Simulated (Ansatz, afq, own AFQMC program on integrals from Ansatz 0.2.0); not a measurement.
C$_{2}$H$_{4}$, singlet → C$_{2}$H$_{4}$⁺, doublet

```xyz
6

C    -0.0879   -0.6436   -0.1436
C     0.0879    0.6436    0.1436
H     0.0325   -1.4236    0.6145
H    -0.3604   -0.9761   -1.1500
H    -0.0325    1.4236   -0.6145
H     0.3604    0.9761    1.1500
```

Connectivity, by distances: CH2–CH2.

E(doublet, charge +1) − E(singlet, charge +0) at this geometry, on RHF and UHF determinants.

Basis def2-TZVP. Noble-gas cores (and the filled d shells of Ga–Kr and In–Xe) are frozen. AFQMC by an in-house program on the Cholesky factors that Ansatz 0.2.0 writes for its CCSD(T) run. ph-AFQMC/CISD is guided by a CISD state made of CCSD amplitudes; releasing the constraint for a short imaginary time cuts its bias at the price of noise, slowly where states lie close. Error bars are statistical, one sigma. The errors of all members are added in quadrature.

No full CI on the walks' own integrals is used here; CCSDT(Q) serves as the reference and is uncertain by about the last step of the cluster series. Each member takes its own surest rung, up to full CI.

The best estimate is CCSD(T) at the basis-set limit (CBS: def2-TZVPP and def2-QZVPP, with their diffuse functions for anions and beside diffuse sets, CCSD(T) itself extrapolated) plus the step from CCSD(T) to CCSDT(Q) in def2-TZVP. Rows without CBS are in def2-TZVP; B2PLYP and the wave-function rows carry a basis error of their own. Core correlation and relativity beyond core potentials are missing, and ± holds the sampling alone.

Cautions: C₂H₄ (singlet): the released energies move by 1.5 errors or more from one time to the next, so no released level is given (meV from the phaseless value at times in 1/Eh: -13 ± 5 at 0.24, -21 ± 5 at 0.51, -12 ± 6 at 0.99, -11 ± 5 at 1.62, -28 ± 7 at 2.40), though the last usable value meets CCSDT(Q) within the noise, its ph-AFQMC/CISD value lies 16 ± 5 meV above CCSDT(Q).

| level | vertical ionization energy (kJ/mol) |
| --- | --- |
| HF | 860.7 |
| MP2 | 1027.3 |
| B3LYP | 1018.7 |

**Question.** From these cheaper values, estimate the vertical ionization energy at the level of the best estimate.

**Answer.** 1036.4 kJ/mol (best estimate, highest rung CCSDT(Q)).

```json
{"level": "CCSD", "vertical ionization energy (kJ/mol)": "1010.0", "error against the best estimate (kJ/mol)": "-26.5"}
{"level": "CCSD(T)", "vertical ionization energy (kJ/mol)": "1025.2", "error against the best estimate (kJ/mol)": "-11.3"}
{"level": "CCSDT", "vertical ionization energy (kJ/mol)": "1024.4", "error against the best estimate (kJ/mol)": "-12.0"}
{"level": "CCSDT(Q)", "vertical ionization energy (kJ/mol)": "1025.5", "error against the best estimate (kJ/mol)": "-10.9"}
{"level": "ph-AFQMC/CISD", "vertical ionization energy (kJ/mol)": "1024.8 ± 0.7", "error against the best estimate (kJ/mol)": "-11.6 ± 0.7"}
{"level": "HF/CBS", "vertical ionization energy (kJ/mol)": "860.5", "error against the best estimate (kJ/mol)": "-176.0"}
{"level": "MP2/CBS", "vertical ionization energy (kJ/mol)": "1040.4", "error against the best estimate (kJ/mol)": "4.0"}
{"level": "CCSD(T)/CBS", "vertical ionization energy (kJ/mol)": "1036.1", "error against the best estimate (kJ/mol)": "-0.4"}
{"level": "PBE", "vertical ionization energy (kJ/mol)": "1026.7", "error against the best estimate (kJ/mol)": "-9.7"}
{"level": "r2SCAN", "vertical ionization energy (kJ/mol)": "1009.4", "error against the best estimate (kJ/mol)": "-27.0"}
{"level": "PBE0", "vertical ionization energy (kJ/mol)": "1010.6", "error against the best estimate (kJ/mol)": "-25.9"}
{"level": "wB97M-V", "vertical ionization energy (kJ/mol)": "1012.5", "error against the best estimate (kJ/mol)": "-23.9"}
{"level": "B2PLYP", "vertical ionization energy (kJ/mol)": "1014.7", "error against the best estimate (kJ/mol)": "-21.7"}
```

Correlation beyond CCSD(T) adds 0.4 kJ/mol. Going to the basis-set limit adds 10.9 kJ/mol at CCSD(T). The perturbative (T) step is worth +15.2 kJ/mol. The functionals spread over 17.3 kJ/mol; PBE comes nearest and r2SCAN is 27.0 kJ/mol too low.

Best estimates are given only where the step beyond CCSD(T) is under 0.3 eV and no member's determinant is very poor (T1 over 0.05, or 0.07 for open shells, ⟨S²⟩ too high by 0.3, two states mixed), so the hardest cases are missing from such tables.

The functionals ran in a triple-zeta set and keep a basis error of their own, a few kJ/mol for each bond in atomization energies and more for double hybrids, so close places among them and the extrapolated levels can swap.

CCSDT and higher add their correlation energy to the determinant of the CCSD(T) run, since their own runs factorise the integrals more tightly (a shift of under 2 meV). Each member of a difference takes its own highest rung, so a best estimate needn't equal the limit plus the step of one row. A walk keeps the symmetry of its determinant, which the program's search chose and which needn't be the lowest solution, so a lower state of the same spin and another symmetry isn't excluded.
